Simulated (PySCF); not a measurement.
CH3O, charge +1. Atoms are numbered in the order given.

```xyz
5

C      0.0340    -0.6237     0.0000
O     -0.1305     0.6098     0.0000
H     -0.8750    -1.2245     0.0000
H      1.0294    -1.0721     0.0000
H      0.6854     1.1609     0.0000
```
Charge +1, spin multiplicity 1.

Geometry: B3LYP-D3(BJ)/def2-TZVP. The isomer is the one that the SMILES or the coordinates give; other isomers of the formula were not compared.

All values below come from ωB97X/def2-TZVPD in PySCF.

Mulliken values depend strongly on the basis, most of all with diffuse functions as here. Atomic charges (e):

```
atom  meta-Löwdin  Mulliken
----  -----------  --------
C1              ?      0.10
O2              ?     -0.23
H3              ?      0.35
H4              ?      0.33
H5              ?      0.45
```

### Question
Some entries are withheld; supply them. (An estimate is asked for; the answer gives what the named calculation found.)

### Answer

- C1, meta-Löwdin: 0.32
- O2, meta-Löwdin: -0.17
- H3, meta-Löwdin: 0.22
- H4, meta-Löwdin: 0.20
- H5, meta-Löwdin: 0.43
